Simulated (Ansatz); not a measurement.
## Ansatz (development build ahead of 0.2.0) run

```yaml
crystal:
  periodic: [false, false, false]
  atoms:
    - { symbol: P, position_ang: [0.0, 0.0, 0.50677] }
    - { symbol: F, position_ang: [0.0, 1.59144, -0.39978] }
    - { symbol: F, position_ang: [1.19846, -0.69193, -0.28154] }
    - { symbol: F, position_ang: [-1.19846, -0.69193, -0.28154] }
basis:
  gaussian: { orbitals: pcseg-2 }
magnetization:
  spin_polarized: true
hamiltonian:
  xc: hf
```

The input is written out in the form of the current development build from the run's settings.

The run gave:

- Converged: yes
- Total energy: -639.26104 hartree
- Spin squared of the determinant: 0.000
- Stability test: minimum
